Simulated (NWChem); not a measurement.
**Spin states of CH$_{3}$O**

```xyz
5

C     -0.6289     0.2385     0.1234
O      0.5894    -0.3303    -0.0831
H     -1.4662    -0.4429    -0.0412
H     -0.7529     1.3137    -0.0505
H      1.2772     0.3408     0.0161
```
Charge 0, spin multiplicity 2.

The numbers come from NWChem runs, not from measurements. All single points use one geometry, from UB3LYP/def2-SVP, a minimum by its harmonic frequencies. It is one conformer; others weren't searched.

Basis set: def2-TZVP. The gap is E(quartet) − E(doublet) at the geometry of the doublet, so a negative value puts the higher spin lower. Open shells are unrestricted, coupled cluster uses restricted open-shell references. The quartet is the single determinant that the SCF runs reached; it need not be the lowest quartet, which in molecules with degenerate π orbitals can need several determinants.

The cost column gives rough processor time relative to PBE; each entry includes its own SCF.

The correlated methods keep 2 core orbitals frozen. B3LYP has NWChem's definition, with VWN1-RPA local correlation. GW and range-separated runs recompute their integrals, the others keep them in memory, which bears on the times. The structure started from a generated list of species. The stability of the SCF solutions was not checked. Open-shell Hartree-Fock references start from PBE0 orbitals; any time given for them includes that run. Coupled-cluster values serve here as a point of comparison, not as the truth.

| method | vertical doublet-quartet gap (kcal/mol) | relative cost | remark |
|---|---|---|---|
| MP2 | ? | under 3 | - |
| B3LYP | ? | under 3 | - |
| HF | ? | under 3 | - |
| BHandHLYP | 195.1 | under 3 | - |
| CAM-B3LYP | 199.1 | 7 | - |
| PBE | ? | 1 | - |
| B2PLYP | 201.6 | under 3 | - |
| CCSD(T) | 201.5 | 20 | large amplitudes |

**Question.** Complete the blanks.

**Answer.** 
- MP2, vertical doublet-quartet gap (kcal/mol): 208.6
- B3LYP, vertical doublet-quartet gap (kcal/mol): 196.9
- HF, vertical doublet-quartet gap (kcal/mol): 171.7
- PBE, vertical doublet-quartet gap (kcal/mol): 192.4
